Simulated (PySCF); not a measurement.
# How the method moves the HOMO and LUMO of CH2N2

Species: CH₂N₂.
Cartesian coordinates in Å at the PBE0-D3(BJ)/def2-SVP level; atoms count from 1:
```xyz
5
CH2N2 angstrom
N      1.851   -0.031   -0.491
C      0.715   -0.012   -0.245
N     -0.601    0.010   -0.021
H     -0.969    0.867    0.377
H     -0.996   -0.834    0.380
```

The species is `N#CN` (CH2N2).

Basis pcSseg-2 throughout (PySCF), one geometry. Geometry: PBE0-D3(BJ)/def2-SVP; no solvent, vibrations or thermal averaging.

**Question.** How do the orbital energies, the gap and the dipole change with the method?

**Answer.** 
```csv
method,kind,HOMO (eV),LUMO (eV),gap (eV),μ (D),SCF cycles
BLYP,GGA,-6.52,-1.10,5.42,4.66,14
OPBE,GGA,-6.61,-0.99,5.63,4.64,14
B97-D,GGA,-6.62,-0.91,5.72,4.66,14
PBE,GGA,-6.64,-1.01,5.62,4.67,14
KT2,GGA,-6.67,-1.00,5.68,4.60,15
KT3,GGA,-6.70,-1.28,5.42,4.58,14
BP86,GGA,-6.74,-0.88,5.85,4.67,14
LDA,LDA,-6.82,-1.04,5.78,4.76,14
B97-2,global hybrid,-7.74,-0.25,7.49,4.69,13
B3LYP,global hybrid,-7.78,-0.63,7.15,4.70,14
PBE0,global hybrid,-8.01,-0.26,7.76,4.71,14
mPW1PW91,global hybrid,-8.04,-0.29,7.75,4.71,14
BHandHLYP,global hybrid,-9.30,0.21,9.51,4.76,13
CAM-B3LYP,range-separated hybrid,-9.44,0.39,9.82,4.73,13
wB97X-D,range-separated hybrid,-9.89,1.50,11.39,4.72,14
LC-wPBE,range-separated hybrid,-10.82,1.60,12.42,4.72,14
HF,Hartree–Fock,-11.29,1.87,13.16,4.86,12
```

The HOMO spans 4.77 eV, from BLYP down to HF, and the gap runs from 5.42 eV (BLYP) to 13.16 eV (HF). Over the methods BLYP (0 %), OPBE (0 %), B97-D (0 %), PBE (0 %), KT2 (0 %), KT3 (0 %), BP86 (0 %), LDA (0 %), B97-2 (21 %), B3LYP (20 %), PBE0 (25 %), mPW1PW91 (25 %), BHandHLYP (50 %), HF (100 %), a straight line through the gap against the share of exact exchange rises by 0.76 eV for each 10 % (correlation coefficient 0.997). The dipole ranges from 4.58 D (KT3) to 4.86 D (HF). This basis has no diffuse functions.

Reference dipole: 4.32 D (measured, gas; NIST CCCBDB Release 22 (SRD 101), experimental dipoles); nearest here: KT3 (4.58 D). 

The vertical ΔSCF ionisation energy at B3LYP/def2-SVPD is 10.72 eV; −ε(HOMO) comes closest to it with LC-wPBE (10.82 eV).
